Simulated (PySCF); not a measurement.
NMR data simulated for an unnamed compound:

1H NMR (600 MHz, computed): δ 7.96 (dd, J = 85.9, 12.6 Hz, 1H), 5.86 (dd, J = 12.6, 12.0 Hz, 1H), 5.68 (br s, 1H).

13C{1H} NMR (computed): δ 178.1 (CH, d, J = 365.0 Hz), 171.1 (C, d, J = 19.6 Hz), 108.5 (CH, d, J = 12.5 Hz).

How the numbers were obtained: GIAO B97-2/pcSseg-2 shieldings, J couplings at B3LYP/pcJ-1, structure optimised with PBE0-D3(BJ)/def2-SVP, in PySCF (non-relativistic, gas phase, single conformer).

Referencing at the same level of theory: 1H, 13C against TMS.

Question: Which of these does the molecule contain: an amide, a non-aromatic C=C double bond, a carboxylic acid, a methoxy group, an OH group, a vinyl group CH=CH2?

Answer: 
- An amide: no.
- A non-aromatic C=C double bond: yes.
- A carboxylic acid: yes (δC 171.1; δH 5.68 (br s)).
- A methoxy group: no.
- An OH group: yes (δH 5.68 (br s)).
- A vinyl group CH=CH2: no.

The data belong to SMILES F/C=C/C(=O)O, C$_{3}$H$_{3}$FO$_{2}$; they needn't prove each group on their own.

Carbon signals by region: 2 in the far downfield region (above 160 ppm), 1 in the sp2 and nitrile region (100–160 ppm). Above 160 ppm: 178.1, β carbon of a C=C–C=O unit, 171.1, carboxylic acid carbon.

The OH or NH signal is concentration- and solvent-dependent in practice; the value given is the gas-phase one. Common functionals overestimate the size of one-bond C–F couplings by tens of Hz; these are unscaled. Multiplet labels drop couplings under 1 Hz and merge nearly equal ones. Unscaled 3J(H,H) at this level run about 10 % above measured values. Shifts are as computed. Against solution values, carbons near 30 ppm lie about +4 ppm off and those near 130 ppm about +7 ppm. Of 1211 compounds with measured shifts, 218 miss one by over three times the rms of a fit or turn the order of signals round; such compounds aren't used in these exercises. The C=O carbon of an acid or of an amide with N–H lies up to 10 ppm further downfield in solution, through hydrogen bonding that the calculation lacks.
